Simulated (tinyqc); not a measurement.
MP2 on RHF in the sto-6g basis, frozen core, for CH3+, spin multiplicity 1, step by step (part 2 of 2). Computed by tinyqc, a small Python program that keeps every step (integrals from PySCF). Command: `OMP_NUM_THREADS=1 python tinyqc.py 21260 21261 out.jsonl` (the two numbers bound the seeds that draw the settings). One thread of a shared host (Intel(R) Xeon(R) Processor @ 2.60GHz), about 0.3 s of CPU time with the checks.

Geometry (angstrom):

| atom | x | y | z |
|---|---|---|---|
| C | 0.000000 | 0.000000 | 0.110000 |
| H | 1.011000 | 0.000000 | 0.000000 |
| H | -0.505000 | 0.875000 | 0.000000 |
| H | -0.505000 | -0.875000 | 0.000000 |

## Integrals over molecular orbitals

coefficients C:
```
              MO1        MO2        MO3        MO4        MO5        MO6        MO7        MO8
1C 1s    0.995709  -0.225180   0.000000  -0.000077  -0.028086  -0.200854   0.001689   0.000000
1C 2s    0.021396   0.705326   0.000000   0.000408   0.151501   1.555514  -0.013849   0.000000
1C 2px  -0.000005  -0.000253   0.000000   0.655159  -0.000043   0.009401   1.156350   0.000000
1C 2py   0.000000   0.000000   0.655104   0.000000   0.000000   0.000000   0.000000   1.157070
1C 2pz  -0.000676  -0.034083   0.000000   0.000031   0.988609  -0.197774   0.001747   0.000000
2H 1s   -0.004460   0.181378   0.000000   0.394807  -0.044294  -0.820874  -1.122269   0.000000
3H 1s   -0.004466   0.181699   0.341805  -0.197248  -0.044272  -0.807389   0.571686  -0.978605
4H 1s   -0.004466   0.181699  -0.341805  -0.197248  -0.044272  -0.807389   0.571686   0.978605
```

core Hamiltonian H = T + V (hartree), lower triangle:
```
             1C 1s      1C 2s     1C 2px     1C 2py     1C 2pz      2H 1s      3H 1s      4H 1s
1C 1s   -19.501108
1C 2s    -4.491080  -6.168661
1C 2px    0.000023   0.000125  -5.250894
1C 2py    0.000000   0.000000   0.000000  -5.251136
1C 2pz    0.006672   0.061840  -0.000025   0.000000  -5.042861
2H 1s    -1.416122  -2.961536  -2.329294   0.000000   0.270022  -4.107022
3H 1s    -1.418444  -2.964482   1.165066  -2.018657   0.270376  -0.958904  -4.108987
4H 1s    -1.418444  -2.964482   1.165066   2.018657   0.270376  -0.958904  -0.959677  -4.108987
```

Given earlier and not repeated: Two-electron integrals (ij|kl) in chemists' order.

(pq|rs) = sum C_ip C_jq C_kr C_ls (ij|kl), one index at a time.

one-electron integrals over orbitals h = C^T H C (hartree), lower triangle:
```
            1          2          3          4          5          6          7          8
1  -19.489161
2    0.381313  -5.175603
3    0.000000   0.000000  -4.797508
4    0.000142   0.000138   0.000000  -4.796978
5    0.056101  -0.024573   0.000000  -0.000064  -5.026959
6    0.341885  -0.869895   0.000000  -0.007971   0.124552  -3.729969
7   -0.002897   0.007571   0.000000  -0.882063  -0.000995  -0.001528  -3.919152
8    0.000000   0.000000  -0.881979   0.000000   0.000000   0.000000   0.000000  -3.919243
```

Two-electron integrals over orbitals (pq|rs), unique and non-zero (hartree); the lowest 1 orbital is frozen and left out:
```
(22|22) 0.534105    (32|32) 0.124684    (33|22) 0.524035    (33|33) 0.566310
(42|22) -0.000134   (42|33) -0.042907   (42|42) 0.124576    (43|32) -0.042875
(43|43) 0.041081    (44|22) 0.523909    (44|33) 0.483979    (44|42) 0.042980
(44|44) 0.566314    (52|22) -0.007166   (52|33) -0.000632   (52|42) -1.05e-06
(52|44) -0.000631   (52|52) 0.099684    (53|32) -0.000243   (53|43) 0.002103
(53|53) 0.026331    (54|22) 3.62e-06    (54|33) 0.002109    (54|42) -0.000242
(54|44) -0.002100   (54|52) 0.000028    (54|54) 0.026327    (55|22) 0.558730
(55|33) 0.526338    (55|42) -0.000011   (55|44) 0.526294    (55|52) 0.028026
(55|54) 0.000021    (55|55) 0.674524    (62|22) 0.080983    (62|33) 0.060035
(62|42) 0.000142    (62|44) 0.059704    (62|52) -0.005704   (62|54) 0.000058
(62|55) 0.127559    (62|62) 0.074156    (63|32) -0.024037   (63|43) 0.029313
(63|53) 0.003150    (63|63) 0.052453    (64|22) 0.000780    (64|33) 0.030166
(64|42) -0.024830   (64|44) -0.028952   (64|52) 0.000109    (64|54) 0.003191
(64|55) 0.001096    (64|62) 0.000970    (64|64) 0.053319    (65|22) -0.017351
(65|33) -0.008635   (65|42) 0.000132    (65|44) -0.008537   (65|52) 0.069025
(65|54) 0.000180    (65|55) -0.003505   (65|62) -0.018510   (65|64) -0.000089
(65|65) 0.057253    (66|22) 0.487828    (66|33) 0.485750    (66|42) 0.001799
(66|44) 0.487322    (66|52) -0.022850   (66|54) -0.000072   (66|55) 0.493623
(66|62) 0.043002    (66|64) -0.000444   (66|65) -0.022554   (66|66) 0.487851
(72|22) -0.000706   (72|33) 0.021907    (72|42) 0.013202    (72|44) -0.022926
(72|52) 0.000037    (72|54) 0.006985    (72|55) -0.001109   (72|62) -0.000272
(72|64) 0.042601    (72|65) 0.000174    (72|66) -0.000564   (72|72) 0.048016
(73|32) 0.052146    (73|43) -0.014002   (73|53) -0.002309   (73|63) -0.025941
(73|73) 0.039182    (74|22) 0.082162    (74|33) 0.081145    (74|42) -0.051710
(74|44) 0.053990    (74|52) 0.013289    (74|54) 0.002270    (74|55) 0.120294
(74|62) 0.071933    (74|64) 0.026421    (74|65) -0.004355   (74|66) 0.034352
(74|72) 0.004603    (74|74) 0.117081    (75|22) 0.000126    (75|33) -0.005528
(75|42) 0.015802    (75|44) 0.005679    (75|52) -0.000596   (75|54) 0.018015
(75|55) 0.000018    (75|62) 0.000176    (75|64) -0.004956   (75|65) -0.000319
(75|66) 0.000427    (75|72) 0.002367    (75|74) -0.006967   (75|75) 0.020092
(76|22) 0.000026    (76|33) -0.047998   (76|42) 0.109021    (76|44) 0.048453
(76|52) 0.000205    (76|54) -0.003905   (76|55) 0.000110    (76|62) -3.24e-06
(76|64) -0.046845   (76|65) 0.000275    (76|66) 0.002076    (76|72) -0.012152
(76|74) -0.057509   (76|75) 0.014311    (76|76) 0.124060    (77|22) 0.508523
(77|33) 0.478776    (77|42) 0.029366    (77|44) 0.545523    (77|52) 0.001647
(77|54) -0.004351   (77|55) 0.513220    (77|62) 0.052327    (77|64) -0.039260
(77|65) -0.004458   (77|66) 0.493237    (77|72) -0.031747   (77|74) 0.042646
(77|75) 0.003885    (77|76) 0.046519    (77|77) 0.557545    (82|32) 0.013118
(82|43) 0.022440    (82|53) 0.006988    (82|63) 0.042532    (82|73) -0.005955
(82|82) 0.048022    (83|22) 0.082043    (83|33) 0.053795    (83|42) 0.051923
(83|44) 0.081401    (83|52) 0.013296    (83|54) -0.002274   (83|55) 0.120276
(83|62) 0.071872    (83|64) -0.025393   (83|65) -0.004233   (83|66) 0.036265
(83|72) -0.006197   (83|74) 0.044863    (83|75) 0.007072    (83|76) 0.058235
(83|77) 0.074810    (83|83) 0.117491    (84|32) 0.051945    (84|43) -0.013747
(84|53) -0.002279   (84|63) -0.025516   (84|73) 0.034302    (84|82) -0.005578
(84|84) 0.038740    (85|32) 0.015813    (85|43) -0.005588   (85|53) 0.018017
(85|63) -0.004841   (85|73) 0.007081    (85|82) 0.002365    (85|84) 0.007042
(85|85) 0.020093    (86|32) 0.108571    (86|43) -0.047553   (86|53) -0.003829
(86|63) -0.045235   (86|73) 0.058157    (86|82) -0.011685   (86|84) 0.057771
(86|85) 0.014247    (86|86) 0.122472    (87|32) -0.032136   (87|43) 0.034550
(87|53) 0.004449    (87|63) 0.040654    (87|73) -0.018023   (87|82) 0.031603
(87|84) -0.017664   (87|85) -0.004205   (87|86) -0.048715   (87|87) 0.042804
(88|22) 0.508657    (88|33) 0.546389    (88|42) -0.031205   (88|44) 0.477979
(88|52) 0.001652    (88|54) 0.004424    (88|55) 0.513312    (88|62) 0.052835
(88|64) 0.041099    (88|65) -0.004528   (88|66) 0.491706    (88|72) 0.031039
(88|74) 0.075502    (88|75) -0.004052   (88|76) -0.048216   (88|77) 0.475947
(88|83) 0.041412    (88|88) 0.559223
```

## Second-order Moller-Plesset energy

orbital energies (hartree): MO1 -11.777341, MO2 -1.334647, MO3 -1.014720, MO4 -1.014472, MO5 -0.277145, MO6 0.322920, MO7 0.367992, MO8 0.368732

Hartree-Fock energy = -39.12268372 hartree

E2 = sum_ijab (ia|jb) [2 (ia|jb) - (ib|ja)] / (e_i + e_j - e_a - e_b) over occupied i, j and virtual a, b; the opposite-spin part is (ia|jb)^2 / denominator, the rest is same-spin, and SCS-MP2 scales them by 6/5 and 1/3.

Terms (the 40 largest of 74):

| i | j | a | b | (ia\|jb) | (ib\|ja) | denominator | term |
|---|---|---|---|---|---|---|---|
| 3 | 3 | 8 | 8 | 0.117491 | 0.117491 | -2.766902 | -0.004989 |
| 4 | 4 | 7 | 7 | 0.117081 | 0.117081 | -2.764928 | -0.004958 |
| 2 | 2 | 5 | 5 | 0.099684 | 0.099684 | -2.115003 | -0.004698 |
| 4 | 2 | 7 | 6 | 0.071933 | 0.042601 | -3.040031 | -0.002396 |
| 2 | 4 | 6 | 7 | 0.071933 | 0.042601 | -3.040031 | -0.002396 |
| 3 | 2 | 8 | 6 | 0.071872 | 0.042532 | -3.041018 | -0.002392 |
| 2 | 3 | 6 | 8 | 0.071872 | 0.042532 | -3.041018 | -0.002392 |
| 2 | 2 | 6 | 6 | 0.074156 | 0.074156 | -3.315134 | -0.001659 |
| 4 | 4 | 6 | 6 | 0.053319 | 0.053319 | -2.674783 | -0.001063 |
| 3 | 3 | 6 | 6 | 0.052453 | 0.052453 | -2.675279 | -0.001028 |
| 4 | 3 | 7 | 8 | 0.044863 | 0.034302 | -2.765915 | -0.000899 |
| 3 | 4 | 8 | 7 | 0.044863 | 0.034302 | -2.765915 | -0.000899 |
| 2 | 2 | 7 | 7 | 0.048016 | 0.048016 | -3.405278 | -0.000677 |
| 2 | 2 | 8 | 8 | 0.048022 | 0.048022 | -3.406757 | -0.000677 |
| 3 | 3 | 7 | 7 | 0.039182 | 0.039182 | -2.765423 | -0.000555 |
| 4 | 4 | 8 | 8 | 0.038740 | 0.038740 | -2.766407 | -0.000543 |
| 4 | 4 | 5 | 5 | 0.026327 | 0.026327 | -1.474653 | -0.000470 |
| 3 | 3 | 5 | 5 | 0.026331 | 0.026331 | -1.475148 | -0.000470 |
| 4 | 3 | 8 | 7 | 0.034302 | 0.044863 | -2.765915 | -0.000294 |
| 3 | 4 | 7 | 8 | 0.034302 | 0.044863 | -2.765915 | -0.000294 |
| 4 | 4 | 7 | 6 | 0.026421 | 0.026421 | -2.719855 | -0.000257 |
| 4 | 4 | 6 | 7 | 0.026421 | 0.026421 | -2.719855 | -0.000257 |
| 3 | 3 | 7 | 6 | -0.025941 | -0.025941 | -2.720351 | -0.000247 |
| 3 | 3 | 6 | 7 | -0.025941 | -0.025941 | -2.720351 | -0.000247 |
| 3 | 4 | 6 | 8 | -0.025516 | -0.025393 | -2.720843 | -0.000240 |
| 4 | 3 | 8 | 6 | -0.025516 | -0.025393 | -2.720843 | -0.000240 |
| 4 | 3 | 6 | 8 | -0.025393 | -0.025516 | -2.720843 | -0.000236 |
| 3 | 4 | 8 | 6 | -0.025393 | -0.025516 | -2.720843 | -0.000236 |
| 2 | 4 | 7 | 6 | 0.042601 | 0.071933 | -3.040031 | -0.000186 |
| 4 | 2 | 6 | 7 | 0.042601 | 0.071933 | -3.040031 | -0.000186 |
| 2 | 3 | 8 | 6 | 0.042532 | 0.071872 | -3.041018 | -0.000185 |
| 3 | 2 | 6 | 8 | 0.042532 | 0.071872 | -3.041018 | -0.000185 |
| 3 | 2 | 8 | 5 | 0.013296 | 0.006988 | -2.440953 | -0.000107 |
| 2 | 3 | 5 | 8 | 0.013296 | 0.006988 | -2.440953 | -0.000107 |
| 4 | 2 | 7 | 5 | 0.013289 | 0.006985 | -2.439966 | -0.000107 |
| 2 | 4 | 5 | 7 | 0.013289 | 0.006985 | -2.439966 | -0.000107 |
| 2 | 3 | 7 | 8 | -0.006197 | -0.005955 | -3.086090 | -0.000013 |
| 3 | 2 | 8 | 7 | -0.006197 | -0.005955 | -3.086090 | -0.000013 |
| 2 | 2 | 5 | 6 | -0.005704 | -0.005704 | -2.715069 | -0.000012 |
| 2 | 2 | 6 | 5 | -0.005704 | -0.005704 | -2.715069 | -0.000012 |

Pair energies (hartree; pair i-j sums ij and ji):

| pair | opposite spin | same spin |
|---|---|---|
| 2-2 | -0.007735 | 0 |
| 3-2 | -0.004820 | -0.000599 |
| 3-3 | -0.007552 | 0 |
| 4-2 | -0.004817 | -0.000599 |
| 4-3 | -0.003268 | -0.000081 |
| 4-4 | -0.007561 | 0 |

MP2 correlation energy = -0.03703160 hartree

SCS-MP2 correlation energy = -0.04333029 hartree

MP2 total energy = -39.15971532 hartree
